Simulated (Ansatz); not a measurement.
Reaction (SMILES): CC(C)CCO + 5 [H][H] (H2) -> 5 C (CH4) + O (H2O)

Property: energy of full hydrogenation (enthalpy at 298 K), in kcal/mol. Terms: six Cartesian d functions in 6-31G* and its kin unless marked 5d; 6-311+G** with 5d; valence correlation only; dispersion terms only where a functional's name holds one; non-relativistic; LANL2DZ all-electron up to Ne; spin-orbit terms left out. CBS marks a two-point X^-3 extrapolation of the correlation energy; Hartree-Fock from the larger set. Ab initio and DFT rows: single points at B3LYP-D3(BJ) geometries (Ansatz, a quantum-chemistry and plane-wave program), with unscaled harmonic terms from B3LYP/6-31G* (Ansatz) at its own minima.

Measured values: Active Thermochemical Tables 1.112 (ions: stationary electron), as tabulated in the package chemicals; CRC Handbook, as tabulated in the package chemicals; they hold spin-orbit and core effects, anharmonicity and other conformers. 

Value to compare with, the measured value: -75.0 kcal/mol.

| level | program | energy of full hydrogenation (enthalpy at 298 K) (kcal/mol) | error |
|---|---|---|---|
| PBE/STO-3G | Ansatz | -49.4 | 25.6 |
| PBE/3-21G | Ansatz | -62.8 | 12.2 |
| PBE/LANL2DZ | Ansatz | -84.6 | -9.6 |
| PBE/6-31G* | Ansatz | -68.2 | 6.8 |
| PBE/def2-SVP | Ansatz | -69.3 | 5.7 |
| PBE/6-311+G** | Ansatz | -77.7 | -2.7 |
| PBE/def2-TZVPD | Ansatz | -76.6 | -1.6 |
| CCSD(T)/CBS(cc-pVTZ,cc-pVQZ) | Ansatz | -73.6 | 1.4 |

Among the 6 habitual levels, PBE/STO-3G lies farthest from the measured value (25.6 kcal/mol) and PBE/6-311+G** nearest (-2.7); 4 of 6 lie above it, and their mean absolute error is 10.4 kcal/mol, the median 8.2. One case shows no general order.

The sets are all those run for this method; left out are runs that failed, that the program found above a lower state of the same kind, or whose <S^2> lies over 0.5 above the pure value.
